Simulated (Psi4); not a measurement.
Process, species as SMILES: P#N (N-P) + 3 [H][H] (H2) → N (NH3) + P (PH3)
B3LYP-D3(BJ)/def2-TZVP geometries, fixed; electronic energies without zero-point terms.

Effect of the grid (radial, spherical points) at B3LYP/cc-pV(T+d)Z with Psi4, against the last row, where the energy of full hydrogenation is -67.77 kcal/mol.

```csv
setting,"grid points, largest species",largest shift of a total energy (mEh),shift of the energy of full hydrogenation (kcal/mol)
"grid: 35, 110",15221,0.778,-0.023
"grid: 50, 194",38229,0.016,0.006
"grid: 75, 302",88133,0.001,0.000
"grid: 99, 590",225883,0.000,0.000
"grid: 150, 974",563124,0.000,0.000
```

Within 0.02 kcal/mol in the energy of full hydrogenation: grid: 50, 194; grid: 75, 302; grid: 99, 590. The largest shift is 0.778 mEh in a total energy and 0.023 kcal/mol in the difference.
